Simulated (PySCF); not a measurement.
Species: C₄H₅ClO.
SMILES: `O=C(Cl)C1CC1`

Torsions of this conformer, `[O:1]=[C:2]([Cl:3])[CH:4]1[CH2:5][CH2:6]1`: O1–C2–C4–C5 144°.

The closed-shell ground state was solved at several levels (PySCF, density fitting, gas phase, non-relativistic). One conformer (not necessarily the lowest) at the PBE0-D3(BJ)/def2-SVP geometry, without solvent, vibrations or thermal averaging.

```json
{"level": "PBE0/pcSseg-2", "basis functions": "293", "HOMO (eV)": "-8.40", "LUMO (eV)": "-0.99", "gap (eV)": "7.41", "dipole (D)": "3.53"}
{"level": "B97-D/pcSseg-2", "basis functions": "293", "HOMO (eV)": "-6.91", "LUMO (eV)": "-1.96", "gap (eV)": "4.95", "dipole (D)": "3.47"}
{"level": "mPW1PW91/pcSseg-2", "basis functions": "293", "HOMO (eV)": "-8.43", "LUMO (eV)": "-1.01", "gap (eV)": "7.42", "dipole (D)": "3.53"}
{"level": "KT3/pcSseg-2", "basis functions": "293", "HOMO (eV)": "-7.04", "LUMO (eV)": "-2.00", "gap (eV)": "5.04", "dipole (D)": "3.45"}
{"level": "B3LYP/pcSseg-2", "basis functions": "293", "HOMO (eV)": "-8.15", "LUMO (eV)": "-1.24", "gap (eV)": "6.91", "dipole (D)": "3.53"}
```

What might KT2/pcSseg-2 (293 basis functions) give for the same quantities?

HOMO -7.03 eV, LUMO -2.00 eV, gap 5.03 eV, dipole 3.48 D.

In the pcSseg-2 basis, how does the gap go with the fixed share of exact exchange?

B97-D (0 %) 4.95 eV; KT2 (0 %) 5.03 eV; KT3 (0 %) 5.04 eV; B3LYP (20 %) 6.91 eV; PBE0 (25 %) 7.41 eV; mPW1PW91 (25 %) 7.42 eV. Each rise in the share widens the gap here.

How far do the dipole and the HOMO energy spread over the levels?

The dipole runs from 3.45 to 3.53 D (mean 3.50 D) and the HOMO from -8.43 to -6.91 eV.
